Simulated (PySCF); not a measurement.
Bonds broken one at a time in the series silaethenyl-X. Isolated molecules, 0 K electronic values unless said otherwise. One relaxed conformer stands for each flexible species; it need not be the lowest. Strings in code marks are SMILES.

Computed with PBE0-D3(BJ)/def2-TZVP run with PySCF 2.14.0. 

```json
[
 {"species": "whole molecule (`C=[SiH]CC` (C–Si–C–C torsion 1°))", "dipole moment (D)": "–"},
 {"species": "whole molecule (`C=[SiH]C(C)C` (C–Si–C–C torsion 1°))", "dipole moment (D)": "–"},
 {"species": "whole molecule (`C=[SiH]F`)", "dipole moment (D)": "___"},
 {"species": "radical fragment (`C[O]`)", "dipole moment (D)": "2.02"},
 {"species": "whole molecule (`C=[SiH]N` (C–Si–N–H torsion 0°))", "dipole moment (D)": "–"},
 {"species": "radical fragment (`[NH2]`)", "dipole moment (D)": "1.95"},
 {"species": "whole molecule (`C=[SiH]C=O` (C–Si–C–O torsion 0°))", "dipole moment (D)": "–"},
 {"species": "whole molecule (`C=[SiH]C=C` (C–C–Si–C torsion 15°))", "dipole moment (D)": "–"}
]
```

### Question
What belongs in the gaps?

### Answer

- whole molecule (`C=[SiH]F`), dipole moment (D): 1.07
